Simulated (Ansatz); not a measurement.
System: BF2, charge 0, multiplicity 2. It need not be the lowest isomer of its formula. 
Structure (B3LYP-D3(BJ)/def2-TZVP (Ansatz, an electronic-structure program) minimum search):
```xyz
3

B     -0.0027     0.5023    -0.0114
F      1.1429    -0.1332     0.0106
F     -1.1414    -0.1458    -0.0043
```
Charge 0, spin multiplicity 2.

Atomisation energy built up term by term with Ansatz (kcal/mol; UHF references for open shells; valence terms freeze the core; atomic spin-orbit terms are left out). Basis-set limits of correlation are two-point, X^-3; Hartree-Fock from the larger set.

```tsv
term	basis	kcal/mol
Hartree-Fock	cc-pVQZ	229.33
CCSD correlation	CBS(cc-pVTZ,cc-pVQZ)	59.79
(T)	CBS(cc-pVTZ,cc-pVQZ)	6.26
CCSDT - CCSD(T)	cc-pVDZ	0.00
core correlation	cc-pwCVTZ	1.23
scalar relativity (X2C)	cc-pVTZ-DK against cc-pVTZ	-0.43
sum: De		296.2
```

(T) makes 2.1 % of the CCSD(T) atomisation energy; under 5 % is typical of single-reference molecules.
